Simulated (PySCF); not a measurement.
# C5H7F: the cost of one run

Computed with PySCF 2.14.0, with density-fitted response routines of our own, on a single molecule in the gas phase. Atoms are numbered from 0 throughout.

## 1. The starting structure

13 atoms, charge 0, multiplicity 1; geometry from: GFN2-xTB. The atoms were then displaced at random by about 0.01 Å, so the start is not that level's minimum.

Bonds of the start (Å): C0–C1 1.52, C1–C2 1.45, C2–C3 1.35, C3–C4 1.47, C4–F5 1.40, C4–C2 1.50, C0–H6 1.09, C0–H7 1.10, C0–H8 1.06, C1–H9 1.09, C1–H10 1.09, C3–H11 1.07, C4–H12 1.06.

## 2. Geometry optimisation at PBE0-D3(BJ)/def2-SVP

The job: settings as JSON, then the geometry in Å.

```
{"job": {"xc": "PBE0", "basis": "def2-SVP", "d3": "d3bj", "grid": 1, "shake": 0.01, "kind": "geom"}, "charge": 0, "multiplicity": 1}
C     -1.804380    -0.120940     0.529650
C     -0.813160     0.266460    -0.553130
C      0.544620    -0.047720    -0.148720
C      1.470880    -0.483270     0.728140
C      1.986490     0.018920    -0.552830
F      2.606990     1.274730    -0.547260
H     -1.611010     0.453820     1.440110
H     -2.815570     0.150800     0.186580
H     -1.778130    -1.153370     0.766200
H     -0.863110     1.339010    -0.763080
H     -1.035910    -0.265220    -1.472840
H      1.688510    -0.877280     1.693600
H      2.429600    -0.572840    -1.316740
```

Started as:

```sh
$ OMP_NUM_THREADS=1 python probes_run.py task.json out
```

One launch serves the whole session: the jobs run in the order shown.

Q: Estimate the wall time and peak memory of this first job on 1 thread of Intel Xeon Platinum 8488C, shared host.

About 51 s, with a peak of 0.52 GiB.
